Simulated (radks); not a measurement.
# B²⁺ in [He] 3d1: an all-electron calculation

The task here is to estimate one member of a computed series from the others.

Method: scalar-relativistic Kohn-Sham, BLYP, spin-polarised, spherical densities, finite nucleus; open shells are filled with parallel spins first. Code: radks (a radial shooting solver on a logarithmic mesh, Libxc functionals) version 1.

## The system

```
element            : boron (Z = 5)
charge             : +2
electrons          : 3
configuration      : [He] 3d1
nuclear rms radius : 2.406 fm
```

The outer shells:

B²⁺
```
[He] core
3d [↑ ][  ][  ][  ][  ]
```

The first run:

Settings of this run:

```text
Z 5
configuration [He] 3d1 2s0 2p0 4d0 4f0
relativity scalar-relativistic
functional b88,lyp
spin polarised
nucleus finite rms 2.406 fm
c 137.035999084
```

Command:

```console
python run_ks.py task.json out
```

All runs below come from this command, one after another.

One of the session's tables, all rows but one given; the rest of the session is left out.

It belongs to the step «Shells». Sizes of the orbitals, from the radial functions (bohr):

```
  level     <r>  outermost maximum (interpolated)  90 % within
1s down  0.3265                             0.209        0.587
  1s up  0.3262                             0.209        0.586
  2s up   1.616                              1.35         2.51
  2p up       ?                                 ?            ?
  3d up   3.451                              2.95         5.18
  4f up   6.204                              5.37         9.13
```

Q: Estimate the row for 2p up from the others.

As computed: <r>: 1.522; outermost maximum (interpolated): 1.11; 90 % within: 2.49. In the column «<r>» it lies between 1s down (0.3265) and 2s up (1.616).
